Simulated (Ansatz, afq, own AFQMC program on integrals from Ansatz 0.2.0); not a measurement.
# Where AFQMC and coupled cluster stand for N, quartet

A free N atom.

Basis def2-TZVP. Noble-gas cores (and the filled d shells of Ga–Kr and In–Xe) are frozen. AFQMC by an in-house program on the Cholesky factors that Ansatz 0.2.0 writes for its CCSD(T) run. ph-AFQMC/CISD is guided by a CISD state made of CCSD amplitudes; releasing the constraint for a short imaginary time cuts its bias at the price of noise, slowly where states lie close. Free AFQMC starts from the CCSD state and is never constrained. Its projection time is finite, and what remains of the start isn't in its error. ± is one standard error of the sampling.

Determinant: UHF, the one that the program's search chose, which needn't be the lowest solution.

Full CI is exact in this basis; its frozen core comes from its own orbitals, which moves totals by up to a few meV.

Cautions: full CI with its own frozen core.

```
T1 diagnostic                               : 0.0063
weight of the determinant in the CISD state : 0.964
⟨S²⟩ of the determinant                     : 3.758
size of the correlated space                : 5 electrons in 30 orbitals
```

Reference: full CI, correlation energy -3.086 eV. The released energy is read at 1.50 1/Eh (meV from the phaseless value at times in 1/Eh: 0.0 ± 0.5 at 0.24, -1.8 ± 0.5 at 0.50, -0.9 ± 0.4 at 1.00, -1.8 ± 0.5 at 1.50). CCSDTQ lies 5.0 meV below full CI, in part by the other frozen core, which shifts every row alike, so rows that close can't be ranked against it.

```csv
level,E − E(reference) (kcal/mol),share of correlation (%)
HF,71.16,0.00
MP2,11.63,83.66
CCSD,1.54,97.83
CCSD(T),0.12,99.82
CCSDT,-0.09,100.12
CCSDT(Q),-0.11,100.16
CCSDTQ,-0.11,100.16
ph-AFQMC/HF,0.47 ± 0.24,99.34
ph-AFQMC/CISD,-0.07 ± 0.01,100.10
released AFQMC,-0.11 ± 0.01,100.16
free AFQMC,-0.13 ± 0.02,100.18
```

CCSDT and higher add their correlation energy to the determinant of the CCSD(T) run, since their own runs factorise the integrals more tightly (a shift of under 2 meV). Free projections are given only where their last times agree within the noise and don't stop above the reference; a slow remainder of the start can still hide under it. A walk keeps the symmetry of its determinant, which the program's search chose and which needn't be the lowest solution, so a lower state of the same spin and another symmetry isn't excluded. Released energies are given only where the last usable release times agree within the noise; a slower fall can still hide under it.
